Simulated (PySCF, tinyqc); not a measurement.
Inside a calculation. Method: RKS/LDA (VWN5) in the sto-3g basis, for OH-, spin multiplicity 1. The basis has no diffuse functions, so it cannot describe the extra electron: this is an exercise in the method, not the real anion. The lowest restricted solution is unstable here: a spin-polarised one lies 0.0027 hartree lower (PySCF). One step of it, computed by the program tinyqc.

Question. Iteration 2: DIIS coefficients. Solve [B -1; -1 0][c; lambda] = [0; -1] for the coefficients, which sum to one.

B (overlaps of the stored error matrices):
```
[[6.6308477e-01, -2.6679335e-01],
 [-2.6679335e-01, 3.3324558e-01]]
```

Give: DIIS coefficients.

Answer.

DIIS coefficients: [0.392, 0.608]
